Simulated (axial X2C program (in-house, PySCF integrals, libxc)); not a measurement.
Spectroscopic constants of SO⁺

Computed with an axial X2C code built on PySCF integrals. Spin-free means the one-electron spin-free X2C Hamiltonian; two-component (2c) means X2C with spin–orbit coupling and atomic mean-field two-electron Coulomb and Gaunt terms, so the difference of the two also holds small scalar two-electron terms. Basis: S dyall-av3z [9s8p3d2f], O dyall-av3z [7s6p3d2f] (cores contracted in-house); Gaussian nuclei, density fitting, unrestricted open shells. Masses: S 31.972 u, O 15.995 u.

State, spin-free: M_S = 1/2, Λ = 1 (beyond evenly filled blocks: π+α); electrons by block: σα: 7, σβ: 7, π+α: 3, π+β: 2, π-α: 2, π-β: 2. Fragments: S+ + O.

State, 2c: Ω = 1/2 (⟨Sz⟩ = -0.50, ⟨Lz⟩ = 1.00 at PBEsol); electrons by block: 1/2: 10, -1/2: 9, 3/2: 2, -3/2: 2. Fragments: S+ + O.

| Hamiltonian | level | Re (Å) | ωe (cm⁻¹) | ωexe (cm⁻¹) | αe (cm⁻¹) | De (eV) | D0 (eV) | k (mdyn/Å) | μ (D) |
| --- | --- | --- | --- | --- | --- | --- | --- | --- | --- |
| spin-free | PBE0 | 1.424 | 1399.3 | 5.99 | 0.00506 | 5.12 | 5.04 | 12.3 | -2.26 |
| spin-free | CCSD(T) | 1.427 | 1367.7 | n/a | n/a | 4.83 | 4.74 | 11.8 | n/a |
| spin-free | PBEsol | 1.446 | 1303.9 | 6.25 | 0.00535 | 6.39 | 6.31 | 10.7 | -2.11 |
| 2c | PBEsol | 1.446 | 1303.7 | 6.25 | 0.00535 | 6.42 | 6.34 | 10.7 | -2.11 |

Correlated methods: 11 electrons correlated (number of frozen shells: S 2 s, 1 p; O 1 s), 197 virtual spin orbitals or spinors in MP2, 90 natural virtuals in coupled cluster.

Dipoles are positive if O is the positive end and refer to the centre of mass.

The state is a single determinant with fixed occupations, the lowest that a limited PBE0 search found. De is counted from the lowest determinant-based energies of the atoms at the same level, without counterpoise correction. Density functionals use the spin component along the axis (collinear). CCSD and (T) use frozen natural virtuals with an MP2 correction for the truncation; (T) itself is uncorrected, so its De runs slightly low. A 2c atom that is not at its ground J level misses part of its spin–orbit lowering, and De is too large by that part (0.04 eV or less for light atoms). This holds for PBEsol. The functionals have no current-density term, which raises determinants with orbital currents, atoms included. The determinant is spin-polarised beyond a pure state at some levels (its spin-free form has ⟨S²⟩ too high), which makes Re and μ there less reliable. The T1 diagnostic is large, a sign of multireference character.

No reliable constants came from CCSD (2c), CCSD (spin-free), CCSD(T) (2c), HF (2c), HF (spin-free), MP2 (2c), MP2 (spin-free), PBE0 (2c): no minimum in range, unconverged points, a curve that is not smooth, a change of character along it, or the two Hamiltonians disagreeing along it.

Rough cost a point (2c) on 1 thread(s) of a shared host, integrals apart: PBEsol 0.27 s.

The whole task took 120 s on 1 thread of INTEL(R) XEON(R) PLATINUM 8581C CPU @ 2.30GHz (Emerald Rapids), with other jobs on the host.
